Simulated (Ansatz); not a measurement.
# AlH+ (doublet): the correlation ladder, def2-QZVPP

The task here is to estimate one member of a computed series from the others.

The runs use Ansatz 0.2.0, Gaussian basis; def2-QZVPP, core rule «outside noble gas», up to 5 orbitals frozen.

Plan: UHF; ROHF; CCSD(T) on UHF.

2 further runs of the same task are left out: 2 set aside as unsound or not needed.

## What is computed

The geometry is a PBE0/def2-TZVP stationary point (not a proven minimum) of the parent state, kept for this charge and spin.

2 atoms, charge 1, spin multiplicity 2.

Atoms are counted from 1 here; the program's logs count them from 0.

Bond lengths: Al1–H2 1.605 Å.

The first run:

in.yaml reads:

```yaml
crystal:
  periodic: [false, false, false]
  atoms:
    - {symbol: Al, position_ang: [0.000000, 0.000000, 0.000000]}
    - {symbol: H, position_ang: [0.000000, 0.000000, 1.604550]}
basis:
  gaussian: {orbitals: "def2-QZVPP.json"}
total_charge: 1
magnetization: {spin_polarized: true, initial_magnetization: 1}
hamiltonian: {xc: hf}
output: {orbitals: {seedname: orbitals}}
```

On the command line:

```bash
$ ansatz run in.yaml --threads 1 --pin off --events-out ev --progress --plain --max-ram 2393MiB
```

Steps of the session up to this table: UHF; ROHF; CCSD(T) on UHF.

One table of the session follows, with a row left open; its other results are not shown here.

It belongs to the step «Misses and costs». 

```
  method  from UCCSD(T) (meV)
    ROHF              +1419.8
     UHF              +1307.6
    UMP2                    ?
   UCCSD                +17.9
UCCSD(T)                    0
```

**Question.** Estimate the row for UMP2.

**Answer.** from UCCSD(T) (meV): +337.5. In the column «from UCCSD(T) (meV)» it lies between UCCSD (+17.9) and UHF (+1307.6).
